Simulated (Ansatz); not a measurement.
# C2H2ClF (1-chloro-2-fluoroethylene) at HF/STO-3G

What is the vertical electron affinity of C2H2ClF (1-chloro-2-fluoroethylene) at HF/STO-3G? 

The results are computed with Ansatz 0.2.0.

47 further runs of the same task are left out: 47 set aside as unsound or not needed. Runs told in other sessions of the task aren't counted.

### Step 1. The system as given

C2H2ClF has 6 atoms, charge 0, and is taken as a singlet. As SMILES, `F/C=C/Cl`. The coordinates come from a PBE0-D4/def2-TZVP relaxation.

Bond lengths: F1–C2 1.333 Å, C2–C3 1.320 Å, C3–Cl4 1.713 Å, C2–H5 1.083 Å, C3–H6 1.081 Å. Angles: F1–C2–C3 120.7°, C2–C3–Cl4 121.4°, F1–C2–H5 113.8°, C3–C2–H5 125.5°, C2–C3–H6 122.6°, Cl4–C3–H6 116.0°.

### Step 2. The energy at HF/STO-3G

job.yaml

```yaml
crystal:
  periodic: [false, false, false]
  atoms:
    - {symbol: F, position_ang: [-0.308300, 1.774900, 0.089700]}
    - {symbol: C, position_ang: [-0.015000, 0.565100, -0.386500]}
    - {symbol: C, position_ang: [0.005100, -0.486500, 0.411700]}
    - {symbol: Cl, position_ang: [0.378700, -2.049200, -0.181100]}
    - {symbol: H, position_ang: [0.191800, 0.551900, -1.449500]}
    - {symbol: H, position_ang: [-0.210300, -0.420200, 1.469400]}
basis:
  gaussian:
    orbitals: STO-3G
hamiltonian:
  xc: hf
accuracy: high
output: {orbitals: {seedname: orbitals}}
```

Started as:

```
$ ansatz run job.yaml --threads 1 --pin off --max-ram 2610MiB --events-out events.jsonl --progress --plain --runs-dir runs
```

Log:

```text
Warning: RAYON_NUM_THREADS=1 ignored (pool sized by the plan → 1); use --threads N
Functional definition: HF
  name "HF"
  exchange = exact_x
  correlation = 0
486 factors; integrals over basis functions are off by at most 3.3e-8 eV
mean field evaluation 1: about -17101.0757 eV, gradient 2.2e1 eV
mean field evaluation 2: about -17101.2242 eV, gradient 2.2e1 eV
mean field evaluation 4: about -17103.1622 eV, gradient 1.6e0 eV
mean field evaluation 8: about -17103.1758 eV, gradient 3.0e-2 eV
mean field -17103.17581627 eV, -628.5301182991 hartree, gradient 1.9e-8 eV, S^2 0.000000; 0 other end points of the search recorded, 0 dependent functions left out
reference -17103.17581627 eV, -628.5301182991 hartree; 20, 20 occupied and 6, 6 virtual orbitals, 486 factors
Total energy: -17103.17581627 eV, -628.5301182991 hartree
```

Wall time 0.16 s (1 thread of Arm Neoverse V2, shared host).

### Step 3. The doublet anion at the same level

molecule.yaml

```yaml
crystal:
  periodic: [false, false, false]
  atoms:
    - symbol: F
      position_ang: [-0.308300, 1.774900, 0.089700]
    - symbol: C
      position_ang: [-0.015000, 0.565100, -0.386500]
    - symbol: C
      position_ang: [0.005100, -0.486500, 0.411700]
    - symbol: Cl
      position_ang: [0.378700, -2.049200, -0.181100]
    - symbol: H
      position_ang: [0.191800, 0.551900, -1.449500]
    - symbol: H
      position_ang: [-0.210300, -0.420200, 1.469400]
basis:
  gaussian: {orbitals: STO-3G}
total_charge: -1
magnetization: {spin_polarized: true, initial_magnetization: 1}
hamiltonian: {xc: hf}
accuracy: high
output: {orbitals: {seedname: orbitals}}
```

Started as:

```
$ ansatz run molecule.yaml --threads 1 --pin off --max-ram 2610MiB --events-out events.jsonl --progress --plain --runs-dir runs
```

Log:

```text
Warning: RAYON_NUM_THREADS=1 ignored (pool sized by the plan → 1); use --threads N
Functional definition: HF
  name "HF"
  exchange = exact_x
  correlation = 0
486 factors; integrals over basis functions are off by at most 3.3e-8 eV
mean field evaluation 1: about -17095.7968 eV, gradient 9.1e0 eV
mean field evaluation 2: about -17096.0095 eV, gradient 9.1e0 eV
mean field evaluation 4: about -17096.7136 eV, gradient 7.5e-1 eV
mean field evaluation 8: about -17096.7232 eV, gradient 1.1e-2 eV
mean field -17096.72316825 eV, -628.2929878582 hartree, gradient 2.0e-8 eV, S^2 0.757082; 0 other end points of the search recorded, 0 dependent functions left out
reference -17096.72316825 eV, -628.2929878582 hartree; 21, 20 occupied and 5, 6 virtual orbitals, 486 factors
Total energy: -17096.72316825 eV, -628.2929878582 hartree
```

Wall time 0.2 s (1 thread of Arm Neoverse V2, shared host).

### Step 4. What came out

At HF/STO-3G:

| quantity | value |
| --- | --- |
| singlet C2H2ClF: total energy | -628.53012 Eh |
| singlet C2H2ClF: HOMO energy | -8.43 eV |
| singlet C2H2ClF: LUMO energy | 7.64 eV |
| singlet C2H2ClF: HOMO–LUMO gap | 16.08 eV |
| doublet anion: total energy | -628.29299 Eh |
| doublet anion: HOMO energy (highest over α and β) | 5.35 eV |
| doublet anion: LUMO energy (lowest over α and β) | 19.39 eV |
| doublet anion: ⟨S²⟩ | 0.757 |
| vertical electron affinity (to the doublet anion) | -6.453 eV |

In words: The anion lies 6.45 eV (623 kJ/mol) above the neutral: the electron isn't bound at this level, and such a value depends on the basis. Without diffuse functions anions come out too high. Hartree–Fock misses the correlation that binds many anions. In a minimal basis such a difference can be off by several eV, whatever the method. The HOMO (doublet anion) lies at positive energy, 5.35 eV: the electron is unbound at this level or held by a compact basis; values depend on the basis.
